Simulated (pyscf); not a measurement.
Optimised with ωB97X-D3(BJ)/def2-SVP in PySCF.

### Question
Estimate the classical barrier height and the reaction energy of HO–Sn(OH)(OH)–Cl + water (H₂O) → HO–Sn(OH)(OH)–OH + hydrogen chloride (HCl) at ωB97M-D3(BJ)/def2-TZVP. The step runs on the singlet surface, breaks Cl–Sn, H–O and forms O–Sn, Cl–H; take the separated reactants as zero.

### Answer
ΔE‡ = 47.3 kJ/mol, ΔE = +57.8 kJ/mol. Zero-point energy shifts the barrier by -0.2 kJ/mol. It is a four-centre exchange, with an imaginary mode of 379i cm⁻¹. On the reactant side the descent ends in an adduct with a O–Sn contact (not fully relaxed), 67.8 kJ/mol under the separated species and 114.8 kJ/mol under the saddle at ωB97X-D3(BJ)/def2-TZVP. On the product side the descent ends in a complex, 32.8 kJ/mol under the separated species and 12.5 kJ/mol under the saddle at ωB97X-D3(BJ)/def2-TZVP. At ωB97M-D3(BJ) the saddle lies under the separated products, which points to a path from their complex (located at ωB97X-D3(BJ) alone), and parting the products costs more than the saddle. What is counted as formed (O–Sn) is already present as a longer contact in the reactant adduct; forming that adduct is a step of its own. One saddle was located; it need not be the lowest between these sides. Elements past Kr carry the def2 core potentials, without spin-orbit coupling.
